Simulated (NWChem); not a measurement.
# doublet C3H7F+ at 3 levels

Aim: a comparison of 3 runs (U-wB97X/cc-pVDZ, UB2PLYP/cc-pVDZ, UCAM-B3LYP/cc-pVDZ) of doublet C3H7F+. 

The calculation is run with NWChem 7.3.0.

### 1 The structure to begin with

C3H7F+: 11 atoms, total charge +1, spin state doublet. As SMILES of the parent species, `CC(C)F`. The shape is that of a PBE0-D4/def2-TZVP optimisation. That shape belongs to the parent species and isn't relaxed for this state.

Bond lengths: C1–C2 1.508 Å, C2–C3 1.508 Å, C2–F4 1.396 Å, C1–H5 1.091 Å, C1–H6 1.092 Å, C1–H7 1.092 Å, C2–H8 1.096 Å, C3–H9 1.092 Å, C3–H10 1.091 Å, C3–H11 1.092 Å. Some angles: C1–C2–C3 113.9°, C1–C2–F4 108.3°, C3–C2–F4 108.3°, C1–C2–H8 110.1°, C3–C2–H8 110.1°, F4–C2–H8 105.9°, C2–C1–H5 110.6°, C2–C1–H6 110.3°, C2–C1–H7 110.4°, C2–C3–H9 110.4°.

### 2 A single-point energy at U-wB97X/cc-pVDZ (run 1)

input.nw reads:

```
start input
title "C3H7F wB97X"
memory total 2200 mb
charge 1

geometry noautosym nocenter noautoz
  C    -0.234500    1.045100   -0.703000
  C    -0.479600   -0.306600   -0.081300
  C     0.626400   -0.766200    0.834700
  F    -0.614100   -1.242400   -1.108400
  H    -1.041900    1.303400   -1.390000
  H    -0.180600    1.814100    0.071000
  H     0.707700    1.043900   -1.256000
  H    -1.436600   -0.307200    0.453700
  H     1.578500   -0.788700    0.299400
  H     0.417300   -1.766700    1.216600
  H     0.722800   -0.085600    1.683800
end

basis spherical bse
  * library cc-pVDZ
end

dft
  xc wb97x
  mult 2
  grid fine
  convergence energy 1e-08
  iterations 100
  mulliken
  print low
end

task dft
```

The run is started by

```console
nwchem input.nw > input.out
```

Standard output:

```text
[...]
 d= 0,ls=0.0,diis     1   -217.7418560609 -3.51D+02  6.84D-03  3.84D-01     9.2
[...]
 d= 0,ls=0.0,diis    15   -217.9039948534 -9.92D-09  2.53D-07  3.05D-10   153.8
[...]
         Total DFT energy =     -217.903994853443
      One electron energy =     -552.186142380741
           Coulomb energy =      230.150450670718
    Exchange-Corr. energy =      -28.926911995845
 Nuclear repulsion energy =      133.058608852424
[...]
      Total Density - Mulliken Population Analysis
     ---------------------------------------------
    Atom       Charge   Shell Charges
 -----------   ------   -------------------------------------------------------
    1 C    6     6.05   2.01  0.66  0.39  2.12  0.82  0.04
    2 C    6     5.97   2.01  0.71  0.46  1.97  0.68  0.15
    3 C    6     6.05   2.01  0.66  0.39  2.12  0.82  0.04
    4 F    9     9.01   2.01  0.92  1.00  3.27  1.81  0.01
    5 H    1     0.87   0.72  0.11  0.03
    6 H    1     0.88   0.72  0.12  0.03
    7 H    1     0.84   0.71  0.10  0.03
    8 H    1     0.75   0.66  0.06  0.03
    9 H    1     0.84   0.71  0.10  0.03
   10 H    1     0.87   0.72  0.11  0.03
[...]
      <S2> =      0.7534 (Exact =     0.7500)
[...]
```

Wall time 2.6 min (1 thread of AMD EPYC 7R13 (Zen 3), shared host); peak memory 0.12 GiB.

### 3 The energy at UB2PLYP/cc-pVDZ (run 2)

c3h7f.nw reads:

```
start c3h7f
title "C3H7F B2PLYP"
memory total 2200 mb
charge 1

geometry noautosym nocenter noautoz
  C    -0.234500    1.045100   -0.703000
  C    -0.479600   -0.306600   -0.081300
  C     0.626400   -0.766200    0.834700
  F    -0.614100   -1.242400   -1.108400
  H    -1.041900    1.303400   -1.390000
  H    -0.180600    1.814100    0.071000
  H     0.707700    1.043900   -1.256000
  H    -1.436600   -0.307200    0.453700
  H     1.578500   -0.788700    0.299400
  H     0.417300   -1.766700    1.216600
  H     0.722800   -0.085600    1.683800
end

basis spherical bse
  * library cc-pVDZ
end

dft
  xc hfexch 0.53 becke88 0.47 lyp 0.73 mp2 0.27
  dftmp2 semidirect
  mult 2
  grid fine
  convergence energy 1e-08
  iterations 100
  mulliken
end

mp2
  freeze core 4
end

task dft
```

The run is started by

```console
nwchem c3h7f.nw > c3h7f.out
```

Standard output:

```text
[...]
          Wavefunction type:  spin polarized.
          No. of atoms     :    11
          No. of electrons :    33
[...]
          Charge           :     1
          Spin multiplicity:     2
[...]
          AO basis - number of functions:    91
[...]
              XC Information
              --------------
                     Hartree-Fock (Exact) Exchange  0.530
                    Becke 1988 Exchange Functional  0.470
              Lee-Yang-Parr Correlation Functional  0.730
[...]
 d= 0,ls=0.0,diis     1   -217.3802839534 -3.50D+02  6.85D-03  3.59D-01     5.4
[...]
 d= 0,ls=0.0,diis    14   -217.5349002677 -9.96D-09  6.11D-07  1.14D-09    53.3
[...]
         Total DFT energy =     -217.534900267706
      One electron energy =     -552.092844872278
           Coulomb energy =      230.075335986442
    Exchange-Corr. energy =      -28.576000234294
 Nuclear repulsion energy =      133.058608852424
[...]
      Total Density - Mulliken Population Analysis
     ---------------------------------------------
    Atom       Charge   Shell Charges
 -----------   ------   -------------------------------------------------------
    1 C    6     6.02   2.01  0.67  0.38  2.10  0.81  0.05
    2 C    6     5.92   2.01  0.72  0.44  1.94  0.66  0.15
    3 C    6     6.02   2.01  0.67  0.38  2.10  0.81  0.05
    4 F    9     9.06   2.00  0.92  1.01  3.27  1.85  0.01
    5 H    1     0.88   0.73  0.12  0.03
    6 H    1     0.89   0.73  0.13  0.03
    7 H    1     0.85   0.71  0.11  0.03
    8 H    1     0.75   0.65  0.06  0.03
    9 H    1     0.85   0.71  0.11  0.03
   10 H    1     0.88   0.73  0.12  0.03
[...]
      <S2> =      0.7574 (Exact =     0.7500)
[...]
  Basis functions       =     91
[...]
```

It took 63 s on 1 thread of AMD EPYC 7R13 (Zen 3), shared host; peak memory 0.26 GiB.

### 4 The energy at UCAM-B3LYP/cc-pVDZ (run 3)

c3h7f.nw reads:

```
start c3h7f
memory 2200 mb
charge 1

geometry units au noautosym nocenter noautoz
C   -0.44314078   1.97495277  -1.32847747
C   -0.90631265  -0.57939003  -0.15363473
C    1.18372444  -1.44790816   1.57735440
F   -1.16048081  -2.34779574  -2.09457244
H   -1.96890565   2.46306903  -2.62671931
H   -0.34128454   3.42815216   0.13417055
H    1.33735918   1.97268510  -2.37349601
H   -2.71478055  -0.58052387   0.85736874
H    2.98293269  -1.49042699   0.56578400
H    0.78858271  -3.33857914   2.29904080
H    1.36589404  -0.16176056   3.18192085
end

basis spherical bse
* library cc-pVDZ
end

dft
xc xcamb88 1.00 lyp 0.81 vwn_5 0.19 hfexch 1.00
cam 0.33 cam_alpha 0.19 cam_beta 0.46
mult 2
grid fine
convergence energy 1e-08
direct
iterations 100
mulliken
end

task dft energy
```

The run is started by

```console
nwchem c3h7f.nw > c3h7f.out
```

Standard output:

```text
[...]
          Wavefunction type:  spin polarized.
          No. of atoms     :    11
          No. of electrons :    33
[...]
          Charge           :     1
          Spin multiplicity:     2
[...]
          AO basis - number of functions:    91
[...]
              XC Information
              --------------
                     Hartree-Fock (Exact) Exchange  1.000
                   CAM-Becke88 Exchange Functional  1.000
                      VWN V Correlation Functional  0.190 local
              Lee-Yang-Parr Correlation Functional  0.810
[...]
 d= 0,ls=0.0,diis     1   -217.6977768312 -3.51D+02  8.01D-03  3.86D-01     7.3
[...]
 d= 0,ls=0.0,diis    14   -217.8575330877 -5.77D-09  4.28D-07  9.07D-10   121.0
[...]
         Total DFT energy =     -217.857533087659
      One electron energy =     -552.238236216427
           Coulomb energy =      230.202455273174
    Exchange-Corr. energy =      -28.880351387427
 Nuclear repulsion energy =      133.058599243021
[...]
      Total Density - Mulliken Population Analysis
     ---------------------------------------------
    Atom       Charge   Shell Charges
 -----------   ------   -------------------------------------------------------
    1 C    6     6.02   2.01  0.66  0.37  2.14  0.79  0.04
    2 C    6     5.96   2.01  0.71  0.44  1.98  0.67  0.14
    3 C    6     6.02   2.01  0.66  0.37  2.14  0.79  0.04
    4 F    9     9.02   2.01  0.92  1.00  3.28  1.81  0.01
    5 H    1     0.88   0.72  0.13  0.03
    6 H    1     0.89   0.72  0.14  0.03
    7 H    1     0.85   0.70  0.12  0.03
    8 H    1     0.76   0.65  0.08  0.03
    9 H    1     0.85   0.70  0.12  0.03
   10 H    1     0.88   0.72  0.13  0.03
[...]
      <S2> =      0.7539 (Exact =     0.7500)
[...]
```

It took 2 min on 1 thread of AMD EPYC 7R13 (Zen 3), shared host; peak memory 0.12 GiB.

### 5 All runs side by side

```
run               level  frozen core orbitals  energy (Eh)   ⟨S²⟩  wall time
  1     U-wB97X/cc-pVDZ                     –  -217.903995  0.753    2.6 min
  2     UB2PLYP/cc-pVDZ                     4  -217.740526  0.757       63 s
  3  UCAM-B3LYP/cc-pVDZ                     –  -217.857533  0.754      2 min
```

### 6 Outcome

| quantity | value |
| --- | --- |
| run 3: total energy | -217.85753 Eh |
| run 3: HOMO energy (highest over α and β) | -17.72 eV |
| run 3: LUMO energy (lowest over α and β) | -12.82 eV |
| run 3: ⟨S²⟩ | 0.754 |

**Reading.** Totals of different functionals can't be ranked against each other. All runs together took 5.7 min, the longest 2.6 min.
